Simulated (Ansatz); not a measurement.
## How far each method lies from UCCSDT(Q) for [CH₃···H···O], triplet

Geometry: a point of a hydrogen-transfer path between rigid fragments, not a stationary point.

```xyz
6

C    -1.3560    0.0000    0.0000
H    -1.7192    1.0273    0.0000
H    -1.7192   -0.5137    0.8897
H    -1.7192   -0.5137   -0.8897
H     0.3320    0.0000    0.0000
O     1.3220    0.0000    0.0000
```

Basis cc-pVDZ; Ansatz 0.2.0. Correlated methods freeze the noble-gas cores, which leaves 14 electrons in 46 orbitals. Prefix R: restricted or restricted open-shell reference; prefix U: unrestricted. Active spaces: pair = (4e, 4o) about the gap.

Full CI isn't at hand for all of this; UCCSDT(Q) serves as the reference, and is uncertain by about the last step of the cluster series. The frozen core follows each run's orbitals, which can shift R against U totals by a few meV.

For open shells CISD is restricted-active-space CI with the open shells as a complete middle space.

```
UHF ⟨S²⟩                          : 2.019
T1 diagnostic (RCCSD)             : 0.0175
largest doubles amplitude (RCCSD) : 0.045
T1 diagnostic (UCCSD)             : 0.0101
```

| level | E − E(RHF) (eV) |
| --- | --- |
| UHF | -0.2288 |
| RMP2 | -7.9057 |
| UMP2 | -7.9057 |
| RCCSD | -8.9082 |
| UCCSD | -8.9118 |
| RCCSD(T) | -9.0539 |
| UCCSD(T) | -9.0548 |

Estimate how far UCCSDT(Q) in cc-pVDZ lies from RCCSD(T). The table doesn't fix it; the size of (T) and the diagnostics are the guide.

UCCSDT(Q) in cc-pVDZ lies 3.0 kJ/mol below RCCSD(T), which is 21 % of the (T) step (-14.1 kJ/mol). The diagnostics are small and one determinant leads, so the series closes fast and only a small part of (T) is left.

The other levels:

```csv
level,E − E(UCCSDT(Q)) (kJ/mol),share of correlation (%),wall time
CISD,81.6,90.69,4.6 s
BCCD(T),2.9,99.67,2.4 s
RCCSDT,1.1,99.87,–
UCCSDT,1.0,99.88,–
RCCSDT(Q),0.1,99.99,78 s
```

The correlation energy at UCCSDT(Q), counted from RHF, is -9.085 eV. That run took 64 s on 1 thread of Arm Neoverse V2, shared host.

Run but not shown, since their state or frozen core can't be matched to the reference's or they repeat it: CASSCF (pair space), NEVPT2 (pair space).

Times hold each run's SCF and search for its determinant on a shared host, so for small cases they say little of a method's own cost; they ran on 1 thread of Arm Neoverse V2.
